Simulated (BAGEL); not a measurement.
# One shape, several levels: triplet ClF

Aim: a comparison of 3 runs (ROHF/6-31G*, UHF/6-31G*, ROHF/cc-pVTZ) of triplet ClF. 

Program for the calculation: BAGEL 1.2.2.

7 further runs of the same task are left out: 2 that didn't finish, 5 set aside as unsound or not needed.

### Step 1. The molecule

ClF: 2 atoms, total charge 0, spin state triplet. As SMILES of the parent species, `FCl`. The coordinates come from a PBE0-D4/def2-TZVP relaxation. That shape belongs to the parent species and isn't relaxed for this state.

Bond lengths: F1–Cl2 1.620 Å.

### Step 2. The energy at ROHF/6-31G(d) (density fitting with cc-pvqz-jkfit, spherical functions) (run 1)

input.json

```json
{ "bagel": [

{
  "title": "molecule",
  "basis": "6-31gs.json",
  "df_basis": "cc-pvqz-jkfit",
  "angstrom": "true",
  "geometry": [
    { "atom": "F", "xyz": [    0.000000,    0.000000,    0.031290 ] },
    { "atom": "Cl", "xyz": [    0.000000,    0.000000,    1.650960 ] }
  ]
},
{
  "title": "rohf",
  "nopen": 2
},
{
  "title": "print",
  "file": "orbitals.molden",
  "orbitals": "true"
}

]}
```

The basis set 6-31G* is read from a file made from the Basis Set Exchange's data (not shown).

The run is started by

```console
$ BAGEL_NUM_THREADS=1 BAGEL input.json > input.out
```

What it wrote:

```text
* using 1 threads per process

  ===============================================================
  ===============================================================

  *** Geometry ***

  { "atom" : "F", "xyz" : [      0.000000,      0.000000,      0.059130 ] },
  { "atom" : "Cl", "xyz" : [      0.000000,      0.000000,      3.119862 ] },

  Number of auxiliary basis functions:      254

  Since a DF basis is specified, we compute 2- and 3-index integrals:
    o Being stored without compression. Storage requirement is 0.002 GB

  Number of basis functions:       32
  Number of electrons      :       26

    * METHOD: MOLECULE                             0.03

  *** Open-shell HF ***

  === Nuclear Repulsion ===
    49.9880304213

      * DIIS with orbital gradients will be used.

  === ROHF iteration (6-31gs.json) ===
      0       -558.60313769          0.05425062           0.01
      1       -558.63814253          0.04262239           0.01
      2       -558.65955146          0.03146515           0.01
      3       -558.68721246          0.00167543           0.01
      4       -558.68752862          0.00123066           0.01
      5       -558.68792562          0.00070534           0.01
      6       -558.68806763          0.00021429           0.01
      7       -558.68822173          0.00009179           0.01
      8       -558.68820375          0.00005245           0.01
      9       -558.68821017          0.00001682           0.01
     10       -558.68821101          0.00000458           0.01
     11       -558.68821265          0.00000098           0.01
     12       -558.68821270          0.00000021           0.01
     13       -558.68821263          0.00000006           0.01
     14       -558.68821263          0.00000003           0.01
     15       -558.68821263          0.00000001           0.01
     16       -558.68821263          0.00000001           0.01
    * SCF iteration converged.

    * S^2 (ROHF) is 2.0000

    * Permanent dipole moment:
           (   -0.000000,    -0.000000,    -0.670571) a.u.

    * METHOD: ROHF                                 0.16

    * METHOD: PRINT                                0.00

  ===============================================================
```

Run time: 0.32 s. Hardware: 1 thread of Arm Neoverse V2, shared host.

### Step 3. The energy at UHF/6-31G(d) (density fitting with cc-pvqz-jkfit, spherical functions) (run 2)

input.json

```json
{ "bagel" : [

{
  "title" : "molecule",
  "basis" : "6-31gs.json",
  "df_basis" : "cc-pvqz-jkfit",
  "angstrom" : "true",
  "geometry" : [
    { "atom" : "F", "xyz" : [       0.000000,       0.000000,       0.031290 ] },
    { "atom" : "Cl", "xyz" : [       0.000000,       0.000000,       1.650960 ] }
  ]
},

{
  "title" : "uhf",
  "nopen" : 2
},

{
  "title" : "print",
  "file" : "orbitals.molden",
  "orbitals" : "true"
}

]}
```

The basis set 6-31G* is read from a file made from the Basis Set Exchange's data (not shown).

The run is started by

```console
$ BAGEL_NUM_THREADS=1 BAGEL input.json > input.out
```

What it wrote:

```text
* using 1 threads per process

  ===============================================================
  ===============================================================

  *** Geometry ***

  { "atom" : "F", "xyz" : [      0.000000,      0.000000,      0.059130 ] },
  { "atom" : "Cl", "xyz" : [      0.000000,      0.000000,      3.119862 ] },

  Number of auxiliary basis functions:      254

  Since a DF basis is specified, we compute 2- and 3-index integrals:
    o Being stored without compression. Storage requirement is 0.002 GB

  Number of basis functions:       32
  Number of electrons      :       26

    * METHOD: MOLECULE                             0.03

  *** Open-shell HF ***

  === Nuclear Repulsion ===
    49.9880304213

      * DIIS with orbital gradients will be used.

  === UHF iteration (6-31gs.json) ===
      0       -558.60313769          0.05425062           0.01
      1       -558.65005638          0.04105493           0.01
      2       -558.67449839          0.02910209           0.01
      3       -558.69726531          0.00169384           0.01
      4       -558.69794508          0.00116582           0.01
      5       -558.69837185          0.00063579           0.01
      6       -558.69853440          0.00019595           0.01
      7       -558.69855304          0.00009861           0.01
      8       -558.69855791          0.00003970           0.01
      9       -558.69855848          0.00001763           0.01
     10       -558.69855852          0.00000561           0.01
     11       -558.69855852          0.00000129           0.01
     12       -558.69855852          0.00000044           0.01
     13       -558.69855852          0.00000021           0.01
     14       -558.69855852          0.00000012           0.01
     15       -558.69855852          0.00000008           0.01
     16       -558.69855852          0.00000005           0.01
     17       -558.69855852          0.00000001           0.01
     18       -558.69855852          0.00000000           0.01
    * SCF iteration converged.

    * S^2 (UHF) is 2.0159

    * Permanent dipole moment:
           (   -0.000000,    -0.000000,    -0.617429) a.u.

    * METHOD: UHF                                  0.17

    * METHOD: PRINT                                0.00

  ===============================================================
```

Run time: 0.34 s. Hardware: 1 thread of Arm Neoverse V2, shared host.

### Step 4. A single-point energy at ROHF/cc-pVTZ (density fitting with cc-pvqz-jkfit) (run 3)

job.json

```json
{ "bagel": [

{
  "title": "molecule",
  "basis": "cc-pvtz.json",
  "df_basis": "cc-pvqz-jkfit",
  "angstrom": "true",
  "geometry": [
    { "atom": "F", "xyz": [       0.000000,       0.000000,       0.031290 ] },
    { "atom": "Cl", "xyz": [       0.000000,       0.000000,       1.650960 ] }
  ]
},

{
  "title": "rohf",
  "nopen": 2
},

{
  "title": "print",
  "file": "orbitals.molden",
  "orbitals": "true"
}

]}
```

The basis set cc-pVTZ is read from a file made from the Basis Set Exchange's data (not shown).

The run is started by

```console
$ BAGEL_NUM_THREADS=1 BAGEL job.json > job.out
```

What it wrote:

```text
* using 1 threads per process

  ===============================================================
  ===============================================================

  *** Geometry ***

  { "atom" : "F", "xyz" : [      0.000000,      0.000000,      0.059130 ] },
  { "atom" : "Cl", "xyz" : [      0.000000,      0.000000,      3.119862 ] },

  Number of auxiliary basis functions:      254

  Since a DF basis is specified, we compute 2- and 3-index integrals:
    o Being stored without compression. Storage requirement is 0.008 GB

  Number of basis functions:       64
  Number of electrons      :       26

    * METHOD: MOLECULE                             0.04

  *** Open-shell HF ***

  === Nuclear Repulsion ===
    49.9880304213

      * DIIS with orbital gradients will be used.

  === ROHF iteration (cc-pvtz.json) ===
      0       -558.62708104          0.04325992           0.02
      1       -558.66708742          0.03976941           0.02
      2       -558.70672623          0.02943414           0.02
      3       -558.77667722          0.00181484           0.02
      4       -558.77704892          0.00095836           0.02
      5       -558.77742421          0.00058107           0.02
      6       -558.77758385          0.00019880           0.02
      7       -558.77769420          0.00008619           0.02
      8       -558.77769172          0.00004773           0.02
      9       -558.77769674          0.00001523           0.02
     10       -558.77770059          0.00000314           0.02
     11       -558.77770167          0.00000111           0.02
     12       -558.77770173          0.00000032           0.02
     13       -558.77770185          0.00000013           0.02
     14       -558.77770184          0.00000003           0.02
     15       -558.77770185          0.00000001           0.02
     16       -558.77770185          0.00000001           0.02
    * SCF iteration converged.

    * S^2 (ROHF) is 2.0000

    * Permanent dipole moment:
           (   -0.000000,    -0.000000,    -0.672211) a.u.

    * METHOD: ROHF                                 0.39

    * METHOD: PRINT                                0.01

  ===============================================================
```

It took 0.56 s on 1 thread of Arm Neoverse V2, shared host.

### Step 5. The series

```
run                                                                  level  energy (Eh)  dipole moment (D)   ⟨S²⟩  wall time
  1  ROHF/6-31G* (density fitting with cc-pvqz-jkfit, spherical functions)  -558.688213               1.70  2.000     0.32 s
  2   UHF/6-31G* (density fitting with cc-pvqz-jkfit, spherical functions)  -558.698559               1.57  2.016     0.34 s
  3                      ROHF/cc-pVTZ (density fitting with cc-pvqz-jkfit)  -558.777702               1.71  2.000     0.56 s
```

### Step 6. What came out

| quantity | value |
| --- | --- |
| run 3: total energy | -558.77770 Eh |
| run 3: dipole moment | 1.71 D |
| run 3: ⟨S²⟩ | 2.000 |

The dipole moment (its size) runs from 1.57 D (UHF/6-31G*) to 1.71 D (ROHF/cc-pVTZ). The two ends differ in method and basis. All runs together took 1.2 s, the longest 0.56 s.
